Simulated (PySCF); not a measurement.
# NaF+: bond curves at several levels of theory

Aim: find the lowest electronic state of NaF+, scan its bond at several levels of theory, and get bond length, wavenumber and dissociation energy from each curve.

Program: PySCF 2.14.0. Level of theory: Na def2-SVP, F def2-SVP, no relativity. These are calculated values, not measurements.

### 1 The job

Settings of the job:

```
atoms                         : Na, F
charge                        : 1
basis                         : Na def2-SVP, F def2-SVP
Hamiltonian                   : no relativity
basis functions               : 29
electrons treated             : 19
masses in u                   : 22.9898, 18.9984
levels                        : PBE0, PBE, r²SCAN, B97-3, MN15, B2PLYP, HF, MP2, SCS-MP2, CCSD, CCSD(T)
grid                          : 80 radial by 434 angular points
occupations                   : held fixed by the projection of orbital angular momentum
dissociation limit            : Na+ + F, each in its ground configuration
starting distance in angstrom : 2.290
values of 2S to try           : 1, 3
```

Command:

```console
$ OMP_NUM_THREADS=1 python dia.py task.json out
```

The runs that follow: First curve: PBE0; Excited determinants; PBE; r²SCAN (meta-GGA); B97-3 (global hybrid GGA); MN15; B2PLYP (double hybrid); UHF (mean field); Correlated methods on the Hartree–Fock reference.

**Question.** What will these runs give? Wanted: for each run, Re; ωe; De; μ.

The runs gave:

Lowest PBE0 solution found, without spin–orbit coupling: ²Π (doublet), unpaired electrons π ↑. State 2 has its PBE0 minimum 0.25 eV higher. The other levels ran on the lowest alone.

| level | Re (Å) | ωe (cm⁻¹) | De (eV) | μ (D) |
| --- | --- | --- | --- | --- |
| UHF | 2.480 | 139.2 | 0.189 | -5.11 |
| UHF-MP2 | 2.473 | 148.7 | 0.238 | n/a |
| UHF-SCS-MP2 | 2.474 | 148.4 | 0.237 | n/a |
| UHF-CCSD | 2.471 | 149.6 | 0.240 | n/a |
| UHF-CCSD(T) | 2.470 | 150.4 | 0.245 | n/a |
| PBE | 2.432 | 162.5 | 0.342 | -4.81 |
| r²SCAN | 2.429 | 161.2 | 0.281 | -4.89 |
| PBE0 | 2.431 | 157.1 | 0.283 | -4.89 |
| B97-3 | 2.470 | 141.1 | 0.242 | -4.99 |
| MN15 | 2.466 | 156.3 | 0.276 | -4.98 |
| B2PLYP | 2.415 | 163.6 | 0.286 | -4.89 |

De is counted to Na+ + F in their ground configurations. A positive dipole points from Na to F; in an ion it is taken about the centre of mass and does not tell which atom is negative.

What this shows: The methods spread over 0.064 Å in bond length, from B2PLYP to UHF. CCSD(T) can't serve as the judge here: for a weak bond in this basis it is far from its limit. Among the levels with a De in the table, it runs from 0.189 eV (UHF) to 0.342 eV (PBE).

Correlated steps freeze 2 core orbitals. B2PLYP dipoles, levels and charges come from its SCF part alone. The bond is weak, and basis-set superposition, which was not computed, may be a sizeable part of it.
